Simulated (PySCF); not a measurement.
**H2S (hydrogen sulfide) at RPA@SVWN5/cc-pVDZ (max memory mb 1860)**

Aim: the vertical ionisation energy of H2S (hydrogen sulfide) at RPA@SVWN5/cc-pVDZ (max memory mb 1860), from 2 runs. The job is set up through a Python script.

The results are computed with PySCF 2.14.0.

### Step 1. The structure to begin with

The species is H2S (3 atoms), typed as a singlet with charge 0. As SMILES, `S`. The shape is that of a PBE0-D4/def2-TZVP optimisation.

Bond lengths: S1–H2 1.341 Å, S1–H3 1.341 Å. Angles: H2–S1–H3 92.3°.

### Step 2. The energy at RPA@SVWN5/cc-pVDZ (max memory mb 1860)

The input, calc.py:

```python
from pyscf import gto, dft
from pyscf.gw.rpa import RPA

mol = gto.M(
    atom='''
S      0.936359    -0.530257     0.460904
H      0.185004     1.885380     0.306892
H     -1.121363    -1.355123    -0.767796
''',
    unit='bohr',
    charge=0,
    basis='cc-pvdz',
    spin=0,
    verbose=4,
    max_memory=1860,
)

mf = dft.RKS(mol)
mf.xc = 'svwn'
mf.grids.level = 4
mf.conv_tol = 1e-10
mf.kernel()
if not mf.converged:
    mf = mf.newton().run(mf.mo_coeff, mf.mo_occ)

rpa = RPA(mf, frozen=5)
rpa.kernel()
e_exx = mf.to_hf().energy_tot(mf.make_rdm1())
e_final = e_exx + rpa.e_corr
print('Final energy', e_final)
```

Launch:

```console
$ OMP_NUM_THREADS=1 python calc.py
```

The program printed:

```text
PySCF version 2.14.0

[INPUT] num. atoms = 3
[INPUT] num. electrons = 18
[INPUT] charge = 0
[INPUT] spin (= nelec alpha-beta = 2S) = 0
[INPUT] symmetry False subgroup None
[INPUT] Mole.unit = bohr
[INPUT] Symbol           X                Y                Z      unit          X                Y                Z       unit  Magmom
[INPUT]  1 S      0.495499844040  -0.280599920331   0.243899893222 AA    0.936359000000  -0.530257000000   0.460904000000 Bohr   0.0
[INPUT]  2 H      0.097899900729   0.997700129924   0.162400252614 AA    0.185004000000   1.885380000000   0.306892000000 Bohr   0.0
[INPUT]  3 H     -0.593399744769  -0.717100209594  -0.406300145836 AA   -1.121363000000  -1.355123000000  -0.767796000000 Bohr   0.0

nuclear repulsion = 12.8990804391832
number of shells = 11
number of NR pGTOs = 55
number of NR cGTOs = 28
basis = cc-pvdz
ecp = {}

******** <class 'pyscf.dft.rks.RKS'> ********
method = RKS
initial guess = minao
damping factor = 0
level_shift factor = 0
DIIS = <class 'pyscf.scf.diis.CDIIS'>
diis_start_cycle = 1
diis_space = 8
diis_damp = 0
SCF conv_tol = 1e-10
SCF conv_tol_grad = None
SCF max_cycles = 50
direct_scf = True
direct_scf_tol = 1e-13
XC library pyscf.dft.libxc version 7.0.0
    S. Lehtola, C. Steigemann, M. J.T. Oliveira, and M. A.L. Marques.,  SoftwareX 7, 1–5 (2018)
XC functionals = svwn
    P. A. M. Dirac.,  Math. Proc. Cambridge Philos. Soc. 26, 376 (1930)
    F. Bloch.,  Z. Phys. 57, 545 (1929)
    S. H. Vosko, L. Wilk, and M. Nusair.,  Can. J. Phys. 58, 1200 (1980)
radial grids:
    Treutler-Ahlrichs [JCP 102, 346 (1995); DOI:10.1063/1.469408] (M4) radial grids

becke partition: Becke, JCP 88, 2547 (1988); DOI:10.1063/1.454033
pruning grids: <function nwchem_prune>
grids dens level: 4
symmetrized grids: False
atomic radii adjust function: <function treutler_atomic_radii_adjust>
small_rho_cutoff = 0
Set gradient conv threshold to 1e-05
Initial guess from minao.
tot grids = 60112
init E= -397.939236959225
  HOMO = -0.284161600633355  LUMO = -0.0251332639138364  gap/eV = 7.04852
cycle= 1 E= -397.976705191601  delta_E= -0.0375  |g|= 0.208  |ddm|= 1.27
  HOMO = -0.176727825491153  LUMO = 0.0190578698114069  gap/eV = 5.32760
cycle= 2 E= -397.969446968117  delta_E= 0.00726  |g|= 0.264  |ddm|= 0.565
  HOMO = -0.219358636272249  LUMO = -0.000745641768601146  gap/eV = 5.94876
cycle= 3 E= -397.991807789688  delta_E= -0.0224  |g|= 0.00825  |ddm|= 0.314
  HOMO = -0.221694185766276  LUMO = -0.00173152608552307  gap/eV = 5.98549
cycle= 4 E= -397.991821979143  delta_E= -1.42e-05  |g|= 0.00477  |ddm|= 0.0109
  HOMO = -0.221419114522876  LUMO = -0.0015760572767114  gap/eV = 5.98223
cycle= 5 E= -397.991830006482  delta_E= -8.03e-06  |g|= 7.8e-05  |ddm|= 0.00416
  HOMO = -0.221443723274856  LUMO = -0.00160871584970046  gap/eV = 5.98202
cycle= 6 E= -397.991830008447  delta_E= -1.96e-09  |g|= 8.99e-06  |ddm|= 0.0001
  HOMO = -0.221443296740418  LUMO = -0.00160711170181083  gap/eV = 5.98205
cycle= 7 E= -397.991830008478  delta_E= -3.15e-11  |g|= 1.07e-06  |ddm|= 1.28e-05
  HOMO = -0.221443584827334  LUMO = -0.0016073653875357  gap/eV = 5.98205
Extra cycle  E= -397.991830008478  delta_E= 5.68e-14  |g|= 1.18e-06  |ddm|= 2.68e-06
converged SCF energy = -397.991830008478

******** <class 'pyscf.gw.rpa.RPA'> ********
method = RPA
nocc = 4  nmo = 23
frozen orbitals = 5
mem_avail = 1731.24  mem_blk = 0.01  auxlen = 104

******** <class 'pyscf.df.df.DF'> ********
auxbasis = auxmol.basis = {'H': 'cc-pvdz-ri', 'S': 'cc-pvdz-ri'}
Lowest orbital energy difference:  2.1984e-01
E(RPA) = -398.960430682758  E_corr = -0.256907957971826  E_hf = -398.703522724787
Final energy -398.94121784267924
```

It took 1.4 s on 1 thread of Arm Neoverse V1, shared host; peak memory 0.14 GiB.

### Step 3. The doublet cation, same level

The input, job.py:

```python
from pyscf import gto, dft
from pyscf.gw.urpa import URPA

system = gto.M(
    atom='''
S      0.936359    -0.530257     0.460904
H      0.185004     1.885380     0.306892
H     -1.121363    -1.355123    -0.767796
''',
    verbose=3,
    unit='bohr',
    spin=1,
    basis='cc-pvdz',
    max_memory=1860,
    charge=1,
)

calc0 = dft.UKS(system)
calc0.xc = 'svwn'
calc0.conv_tol = 1e-10
calc0.grids.level = 4
calc0.kernel()
if not calc0.converged:
    calc0 = calc0.newton().run(calc0.mo_coeff, calc0.mo_occ)

rpa = URPA(calc0, frozen=5)
rpa.kernel()
e_exx = calc0.to_hf().energy_tot(calc0.make_rdm1())
etot = e_exx + rpa.e_corr
print('E(%s) = %.9f' % ('SVWN5', etot))
```

Launch:

```console
$ OMP_NUM_THREADS=1 python job.py
```

The program printed:

```text
converged SCF energy = -397.605417681074  <S^2> = 0.75176769  2S+1 = 2.0017669
E(URPA) = -398.590435409226  E_corr = -0.227307039986228  E_hf = -398.363128369239
E(SVWN5) = -398.571174680
```

It took 1.8 s on 1 thread of Arm Neoverse V1, shared host; peak memory 0.14 GiB.

### Step 4. What came out

At RPA@SVWN5/cc-pVDZ (max memory mb 1860), 5 core orbitals frozen:

| quantity | value |
| --- | --- |
| singlet H2S: total energy | -398.94122 Eh |
| singlet H2S: dipole moment (SVWN5 Kohn–Sham density) | 1.35 D |
| singlet H2S: HOMO energy (SVWN5 Kohn–Sham orbitals) | -6.03 eV |
| singlet H2S: LUMO energy (SVWN5 Kohn–Sham orbitals) | -0.04 eV |
| singlet H2S: HOMO–LUMO gap (SVWN5 Kohn–Sham orbitals) | 5.98 eV |
| singlet H2S: RPA correlation energy (valence) | -256.9 mEh |
| doublet cation: total energy | -398.57117 Eh |
| doublet cation: HOMO energy (SVWN5 Kohn–Sham orbitals) (highest over α and β) | -16.63 eV |
| doublet cation: LUMO energy (SVWN5 Kohn–Sham orbitals) (lowest over α and β) | -14.98 eV |
| doublet cation: RPA correlation energy (valence) | -227.3 mEh |
| doublet cation: ⟨S²⟩ | 0.752 |
| vertical ionisation energy (to the doublet cation) | 10.069 eV |

**Reading.** The vertical ionisation energy comes to 10.07 eV (972 kJ/mol). Mulliken charges (doublet cation) of the mean-field density run from +0.25 on H2 to +0.50 on S1.
